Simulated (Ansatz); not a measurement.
```yaml
crystal:
  periodic: [false, false, false]
  atoms:
    - {symbol: C, position_ang: [-0.915842, 0.625098, -0.515068]}
    - {symbol: C, position_ang: [-0.155447, -0.477972, 0.035799]}
    - {symbol: C, position_ang: [0.818424, -0.284402, 1.075546]}
    - {symbol: C, position_ang: [1.278970, -0.527791, -0.047494]}
    - {symbol: H, position_ang: [-1.177383, 0.444280, -1.516422]}
    - {symbol: H, position_ang: [-1.807160, 0.777377, 0.019884]}
    - {symbol: H, position_ang: [-0.360368, 1.514435, -0.480184]}
    - {symbol: H, position_ang: [-0.675867, -1.389375, 0.019901]}
    - {symbol: H, position_ang: [0.975676, -0.068563, 2.074716]}
    - {symbol: H, position_ang: [2.098677, -0.662047, -0.663701]}
basis:
  gaussian: {orbitals: pcseg-2, nuclear_model: gaussian}
total_charge: 1
magnetization: {spin_polarized: true, initial_magnetization: 1}
hamiltonian: {xc: {name: PBE0-DH}}
accuracy: high
```

```sh
$ ansatz run in.yaml --threads 2 --pin off --events-out ev --progress --plain --max-ram 4352MiB
```

It prints (some lines left out):

```
Functional definition: PBE0-DH
3682 factors; integrals over basis functions are off by at most 3.1e-9 eV
mean field evaluation 1: about -4217.6676 eV, gradient 4.5e1 eV
mean field evaluation 2: about -4217.8224 eV, gradient 4.5e1 eV
mean field evaluation 4: about -4226.8351 eV, gradient 5.2e0 eV
mean field evaluation 8: about -4226.9653 eV, gradient 5.0e-1 eV
mean field evaluation 16: about -4226.9707 eV, gradient 3.3e-3 eV
mean field evaluation 32: about -4226.9707 eV, gradient 1.1e-6 eV
mean field -4226.97073085 eV, -155.3383092149 hartree, gradient 6.5e-8 eV, S^2 0.754663; 2 other end points of the search recorded, 0 dependent functions left out
4 core orbitals not correlated: weight in the atoms' cores, before any rotation towards them, 1.000 or more for the frozen orbitals, at most 0.000 for the correlated occupied ones
reference -4226.97073318 eV, -155.3383093008 hartree; 11, 10 occupied and 189, 190 virtual orbitals, 3682 factors
second order -19.88561670 eV of doubles, -0.00000000 eV of singles
Total energy: -4229.45643527 eV, -155.4296571677 hartree
```

Run time 28 s (2 threads of an Arm Neoverse V2 on a shared host); peak host memory 1.3 GiB.
